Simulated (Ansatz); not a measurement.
We consider diamond-structure Si, described by PBE0 in Ansatz (plane waves, PAW).

Run with plane-wave cutoff 520 eV, 8×8×8 k mesh, scalar-relativistic PAW data made under PBE.

Cell (relaxed at this level):

```yaml
crystal:
  lattice:
    - [0.00000, 2.71824, 2.71824]
    - [2.71824, 0.00000, 2.71824]
    - [2.71824, 2.71824, 0.00000]
  atoms:
    - { symbol: Si, position: [0.50000, 0.50000, 0.50000] }
    - { symbol: Si, position: [0.75000, 0.75000, 0.75000] }
```

Question: Give the computed Voigt–Reuss–Hill shear modulus (Hill average), elastic constant C11, Young modulus, elastic constant C12 and elastic constant C44.

Answer: 
- Voigt–Reuss–Hill shear modulus (Hill average) = 69.1 GPa
- elastic constant C11 = 171 GPa
- Young modulus = 168 GPa
- elastic constant C12 = 63.8 GPa
- elastic constant C44 = 82.1 GPa

Measured, for comparison: elastic constant C11 168 GPa, elastic constant C12 64.9 GPa, elastic constant C44 80.2 GPa (low temperature, zero-point motion not removed; as tabulated in Tanner et al. (2021), arXiv:2110.11888). Computed (rounded) less measured: elastic constant C11 +2 %, elastic constant C12 -2 %, elastic constant C44 +2 %.

Elastic constants are with the ions relaxed.

Computed values are for the static lattice.

It cost very roughly 50 core-minutes of CPU time.

Ansatz is a first-principles code.
